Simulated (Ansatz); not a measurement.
Ansatz (a first-principles code) input (CCSD(T)/aug-cc-pVDZ):

Ansatz 0.2 input:
```yaml
crystal:
  periodic: [false, false, false]
  atoms:
    - {symbol: C, position_ang: [-0.24585069, -0.34108038, 1.22837570]}
    - {symbol: N, position_ang: [-0.18927909, 0.50905008, 0.02327978]}
    - {symbol: C, position_ang: [0.24394995, -0.21855779, -1.14733787]}
    - {symbol: H, position_ang: [0.75943835, -0.40606839, 1.70778042]}
    - {symbol: H, position_ang: [-0.90844575, 0.14663035, 1.96438018]}
    - {symbol: H, position_ang: [0.42185334, 1.33248557, 0.10013528]}
    - {symbol: H, position_ang: [1.23256580, -0.71731054, -1.04485805]}
    - {symbol: H, position_ang: [0.30621961, 0.45653183, -2.02146417]}
    - {symbol: H, position_ang: [-0.47527326, -1.01779037, -1.35515913]}
basis:
  gaussian:
    orbitals: aug-cc-pVDZ
total_charge: -1
magnetization: {spin_polarized: false}
correlation: {method: ccsd_t, electrons: outside_noble_gas}
output: {forces: true}
```

End of the output:

```
mean field: 0.41 GiB planned
mean field evaluation 1: about -3632.6805 eV, gradient 2.4e1 eV
mean field evaluation 2: about -3632.6811 eV, gradient 2.4e1 eV
mean field evaluation 4: about -3634.5711 eV, gradient 3.8e0 eV
mean field evaluation 8: about -3634.6296 eV, gradient 1.4e-1 eV
mean field evaluation 16: about -3634.6241 eV, gradient 6.5e-1 eV
mean field -3634.63004775 eV, -133.5701906139 hartree, gradient 2.8e-6 eV, S^2 0.000000; 0 other end points of the search recorded, 0 dependent functions left out
3 core orbitals not correlated
reference -3634.63004775 eV, -133.5701906139 hartree; 10, 10 occupied and 110, 110 virtual orbitals, 1208 factors
densities: 1.34 GiB planned
second order -13.88443992 eV of doubles, -0.00000000 eV of singles
coupled cluster: 0.73 GiB planned
cycle   1  -14.39381271 eV  change   -5.1e-1 eV  update   1.0e-1
cycle   2  -14.74718621 eV  change   -3.5e-1 eV  update   3.2e-2
cycle   3  -14.86280046 eV  change   -1.2e-1 eV  update   2.5e-2
cycle   4  -14.87839689 eV  change   -1.6e-2 eV  update   1.1e-2
cycle   5  -14.87165701 eV  change    6.7e-3 eV  update   8.5e-3
cycle   6  -14.87009484 eV  change    1.6e-3 eV  update   5.3e-3
cycle   7  -14.87124392 eV  change   -1.1e-3 eV  update   3.0e-3
cycle   8  -14.87094849 eV  change    3.0e-4 eV  update   1.7e-3
cycle   9  -14.87090057 eV  change    4.8e-5 eV  update   8.9e-4
cycle  10  -14.87175832 eV  change   -8.6e-4 eV  update   5.0e-4
cycle  11  -14.87151354 eV  change    2.4e-4 eV  update   3.2e-4
cycle  12  -14.87131071 eV  change    2.0e-4 eV  update   1.9e-4
cycle  13  -14.87136041 eV  change   -5.0e-5 eV  update   1.2e-4
cycle  14  -14.87131497 eV  change    4.5e-5 eV  update   6.3e-5
cycle  15  -14.87134216 eV  change   -2.7e-5 eV  update   3.4e-5
cycle  16  -14.87136149 eV  change   -1.9e-5 eV  update   1.9e-5
cycle  17  -14.87136517 eV  change   -3.7e-6 eV  update   1.1e-5
cycle  18  -14.87136283 eV  change    2.3e-6 eV  update   5.3e-6
cycle  19  -14.87136132 eV  change    1.5e-6 eV  update   3.1e-6
cycle  20  -14.87136176 eV  change   -4.4e-7 eV  update   1.6e-6
perturbative correction -0.54590353 eV, -0.0200615848 hartree
the calculation of the forces begins
Total energy: -3650.04731304 eV, -134.1367646634 hartree
Atom 0 at    -0.245851    -0.341080     1.228376 Å, force     0.058016    -0.187100     0.075784 eV/Å
Atom 1 at    -0.189279     0.509050     0.023280 Å, force    -0.449405     0.468967    -0.168511 eV/Å
Atom 2 at     0.243950    -0.218558    -1.147338 Å, force     0.194998    -0.130891    -0.229887 eV/Å
Atom 3 at     0.759438    -0.406068     1.707780 Å, force     0.387403    -0.126670     0.167630 eV/Å
Atom 4 at    -0.908446     0.146630     1.964380 Å, force    -0.347932     0.102710     0.288775 eV/Å
Atom 5 at     0.421853     1.332486     0.100135 Å, force     0.165709     0.076412     0.147195 eV/Å
Atom 6 at     1.232566    -0.717311    -1.044858 Å, force     0.313735    -0.128928     0.083409 eV/Å
Atom 7 at     0.306220     0.456532    -2.021464 Å, force    -0.009689     0.212032    -0.272206 eV/Å
Atom 8 at    -0.475273    -1.017790    -1.355159 Å, force    -0.312834    -0.286533    -0.092188 eV/Å
Dipole moment:     0.478220     0.586798    -0.735053 e Å
```

It need not be the lowest isomer of its formula. Whether it binds its extra electron was not tested at this geometry.
